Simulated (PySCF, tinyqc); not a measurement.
Orbital energy against energy difference: ionisation energy by orbital energies and by energy differences in the 6-31g basis, for BH, spin multiplicity 1. Computed by the program tinyqc with PySCF. The cation is unrestricted; errors are against CCSD(T) in this basis, not against experiment.

Geometry (angstrom):
```
atom       x       y       z
B     0.0000  0.0000  0.0000
H     0.0000  0.0000  1.1680
```

CCSD(T) difference in the same basis = 8.8998 eV

IP-EOM-CCSD = 8.9313 eV

First vertical ionisation energy (eV):
```
method     -e(HOMO)  E(cation) - E  error of -e(HOMO)  error of the difference
HF           8.9919       8.119228             0.0921                  -0.7806
LDA          4.7981       9.347680            -4.1017                   0.4478
PBE          4.8530       9.280946            -4.0469                   0.3811
B3LYP        5.8839       9.402168            -3.0159                   0.5023
PBE0         6.0850       9.239010            -2.8149                   0.3392
CAM-B3LYP    7.4679       9.364861            -1.4320                   0.4650
LC-wPBE      8.9253       9.298175             0.0255                   0.3983
```

What does the comparison show, and why?

Koopmans errs by +0.09 eV and Delta-HF by -0.78 eV: relaxation, 0.87 eV, lowers the value and the missing correlation difference works against it. The PBE level is off by -4.0 eV through the wrong tail of its potential, though its energy difference is off by +0.38 eV; exact exchange deepens the level, and among the orbital energies LC-wPBE comes closest; among the differences PBE0 does. The restricted reference is unstable here: a spin-polarised solution lies 0.0073 hartree lower (PySCF), so results built on it describe a poor reference.
